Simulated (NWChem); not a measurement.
Species: SiH3 cation

```xyz
4

Si     0.0000     0.0000     0.0000
H      1.0547     1.0547     0.0000
H      0.3860    -1.4407     0.0000
H     -1.4407     0.3860     0.0000
```
Atoms are numbered in this order, from 1.

Results from NWChem. Medium grid unless said otherwise, to which SCAN and Minnesota functionals are sensitive. Coordinates come from a PBE-D3(BJ)/def2-SVP optimisation. Total energies of different functionals are on different scales.

```csv
level,energy (Ha),highest occupied level (eV),orbital gap (eV)
B3LYP/def2-SVP,-290.8582,-17.42,6.86
PBE/def2-SVP,-290.6717,-16.26,4.97
PBE0/def2-SVP,-290.7044,-17.62,7.34
B97-2/def2-SVP,-290.8512,-17.40,7.12
r2SCAN/def2-SVP,-290.7988,-16.62,5.68
"LC-wPBE (HJS exchange hole, range parameter 0.4 per bohr)/def2-SVP",-290.7179,-20.52,12.66
B97-D/def2-SVP,-290.8342,-16.30,5.17
MN15-L/def2-SVP,-290.7463,-16.73,5.77
LRC-wPBEh/def2-SVP,-290.7109,-19.53,11.01
BP86/def2-SVP,-290.8574,-16.37,5.02
KT2/def2-SVP,-293.3581,-16.32,4.96
```
